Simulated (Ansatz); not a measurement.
# SiHO (quartet): the correlation ladder at angle O2–Si1–H3 = 154.7°, cc-pVDZ

An exercise on one series of results from a longer session: the logs are not shown, and one member is left open.

Method: cc-pVDZ, core rule «outside noble gas», up to 6 orbitals frozen; program: Ansatz 0.2.0, Gaussian basis.

The runs, in order: UHF; CCSD(T) on ROHF; CCSD(T) on UHF; BCCD(T) on ROHF; CISD; CCSDT(Q) on ROHF; CCSDT(Q) on UHF; CASSCF and MRCISD+Q, 5 electrons in 5 orbitals; CASSCF and NEVPT2, 5 electrons in 5 orbitals.

25 further runs of the same task are left out: 10 for a known fault of the program, 1 for a mislabelled method, 10 that didn't finish, 4 set aside as unsound or not needed.

## The geometry

The geometry derives from a PBE0/def2-TZVP stationary point (not a proven minimum). One angle is set to the value named; bond lengths are kept.

3 atoms, charge 0, spin multiplicity 4.

Atoms are counted from 1 here; the program's logs count them from 0.

Bond lengths: Si1–O2 1.728 Å, Si1–H3 1.496 Å. Angles: O2–Si1–H3 154.7°.

As a file:

| atom | x (Å) | y (Å) | z (Å) |
| --- | --- | --- | --- |
| Si1 | 0.00000 | 0.12169 | 0.57035 |
| O2 | 0.00000 | -0.28027 | -1.11064 |
| H3 | 0.00000 | 1.05813 | 1.73723 |

Set-up of the first run:

in.yaml

```yaml
crystal:
  periodic: [false, false, false]
  atoms:
    - {symbol: Si, position_ang: [0.000000, 0.121685, 0.570347]}
    - {symbol: O, position_ang: [0.000000, -0.280268, -1.110635]}
    - {symbol: H, position_ang: [0.000000, 1.058134, 1.737226]}
basis:
  gaussian: {orbitals: cc-pVDZ}
magnetization: {spin_polarized: true, initial_magnetization: 3}
hamiltonian: {xc: hf}
output: {orbitals: {seedname: orbitals}}
```

Started as:

```bash
$ ansatz run in.yaml --threads 1 --pin off --events-out ev --progress --plain --max-ram 2393MiB
```

Among the steps run: UHF; CCSD(T) on ROHF; CCSD(T) on UHF; BCCD(T) on ROHF; CISD; CCSDT(Q) on ROHF; CCSDT(Q) on UHF; CASSCF and MRCISD+Q, 5 electrons in 5 orbitals; CASSCF and NEVPT2, 5 electrons in 5 orbitals.

One of the session's tables, all rows but one given; the rest of the session is left out.

| method | from UCCSDT(Q) (kJ/mol) |
| --- | --- |
| ROHF | +639.9 |
| UHF | +623.3 |
| RMP2 | +91.5 |
| UMP2 | +92.0 |
| CISD | +56.0 |
| RCCSD | +20.1 |
| UCCSD | +19.7 |
| RCCSD(T) | +5.6 |
| UCCSD(T) | +5.5 |
| BCCD(T) | +5.6 |
| RCCSDT | +1.7 |
| UCCSDT | ? |
| RCCSDT(Q) | +0.3 |
| UCCSDT(Q) | 0 |
| CASSCF pair | +584.4 |
| NEVPT2 pair | +91.7 |
| MRCISD pair | +50.5 |
| MRCISD+Q pair | +7.8 |

Estimate the missing values for UCCSDT.

**Answer.** from UCCSDT(Q) (kJ/mol): +1.6. In the column «from UCCSDT(Q) (kJ/mol)» it lies between RCCSDT(Q) (+0.3) and RCCSDT (+1.7).

Among the levels timed on like hardware and quicker than the yardstick, those that no quicker one beats, quickest first: NEVPT2 pair (1.5 s, +91.7 kJ/mol); MRCISD+Q pair (2.1 s, +7.8 kJ/mol); BCCD(T) (3.7 s, +5.6 kJ/mol); UCCSD(T) (4.5 s, +5.5 kJ/mol).

Caveats from the session: Of the multireference levels listed MRCISD+Q pair comes nearest in total energy (+7.8 kJ/mol), which doesn't show that its space is the better one. Restricted and unrestricted rows rest on different reference determinants; where their highest levels disagree by more than a few hundredths of an eV, they describe different states and don't form one ladder.
